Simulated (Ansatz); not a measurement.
## Molybdenum, bcc: convergence with Methfessel-Paxton smearing

Computed with Ansatz, LDA, scalar-relativistic PAW, on the relaxed cell (a = 3.113 Å; spin not included). Errors count from a run at 420 eV on a Γ-centred 23×23×23 mesh with Fermi-Dirac smearing of 0.1 eV, extrapolated to zero width. Fixed here: cutoff 420 eV, mesh 14×14×14. The SCF starts from atomic densities corrected by a trained network.

```tsv
width (eV)	E(σ→0) error (meV/atom)	F error (meV/atom)	P (GPa)	SCF iterations
0.01	18.9	18.9	0.07	6
0.03	18.8	18.8	0.12	5
0.1	18.9	18.7	0.17	5
0.3	16.3	14.4	0.08	6
0.6	10.3	9.4	-0.31	6
1.0	4.1	18.9	-1.22	6
```

Question: What does the run at 0.2 give (width)?

Answer: E(σ→0) error (meV/atom): 18.3; F error (meV/atom): 17.1; P (GPa): 0.16; SCF iterations: 5.
